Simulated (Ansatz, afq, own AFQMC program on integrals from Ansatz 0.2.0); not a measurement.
# Where AFQMC and coupled cluster stand for F⁺, singlet

A free F cation.

Basis aug-cc-pVDZ. Noble-gas cores (and the filled d shells of Ga–Kr and In–Xe) are frozen. Ansatz 0.2.0 and our own AFQMC program on the same integrals; the CISD trial comes from CCSD amplitudes, and released means the phaseless constraint is let go. Uncertainties: one standard error, sampling alone.

Determinant: RHF, the one that the program's search chose, which needn't be the lowest solution.

Full CI on the same integrals is exact in this basis and with this determinant's frozen core.

Cautions: another spin lies lower (by 2.75 eV); restricted determinant unstable towards unrestricted (UHF 3.07 eV lower, ⟨S²⟩ 1.01); strong correlation (T1 0.004, weight of the determinant 0.79, largest double 0.33); the determinant fills the p orbitals unequally in pairs, so it mixes two states of the atom (¹D and ¹S), and each level undoes that mixture to a different degree, while full CI gives the lower state; CCSDTQ on the UHF determinant differs (2.75 eV lower), perhaps since the unrestricted series falls towards higher spin.

- T1 diagnostic: 0.0037
- weight of the determinant in the CISD state: 0.793
- size of the correlated space: 6 electrons in 22 orbitals

Reference: full CI, correlation energy -4.869 eV. The released energy is read at 1.62 1/Eh, later times being too noisy (meV from the phaseless value at times in 1/Eh: -4 ± 4 at 0.24, -9 ± 3 at 0.51, -9 ± 4 at 0.99, -2 ± 6 at 1.62, -19 ± 23 at 2.40). The cautions show a poor starting determinant, so the rows tell how each method copes with it here, and full CI is the sure value.

```json
{"level": "HF", "E − E(reference) (kJ/mol)": "469.8", "share of correlation (%)": "0.00"}
{"level": "MP2", "E − E(reference) (kJ/mol)": "148.4", "share of correlation (%)": "68.42"}
{"level": "CCSD", "E − E(reference) (kJ/mol)": "35.2", "share of correlation (%)": "92.51"}
{"level": "CCSD(T)", "E − E(reference) (kJ/mol)": "10.5", "share of correlation (%)": "97.76"}
{"level": "CCSDT", "E − E(reference) (kJ/mol)": "6.0", "share of correlation (%)": "98.72"}
{"level": "CCSDT(Q)", "E − E(reference) (kJ/mol)": "-0.3", "share of correlation (%)": "100.06"}
{"level": "CCSDTQ", "E − E(reference) (kJ/mol)": "0.0", "share of correlation (%)": "99.99"}
{"level": "ph-AFQMC/CISD", "E − E(reference) (kJ/mol)": "1.5 ± 0.2", "share of correlation (%)": "99.69"}
{"level": "released AFQMC", "E − E(reference) (kJ/mol)": "1.3 ± 0.5", "share of correlation (%)": "99.73"}
```

CCSDT and higher add their correlation energy to the determinant of the CCSD(T) run, since their own runs factorise the integrals more tightly (a shift of under 2 meV). Released energies are given only where the last usable release times agree within the noise; a slower fall can still hide under it.
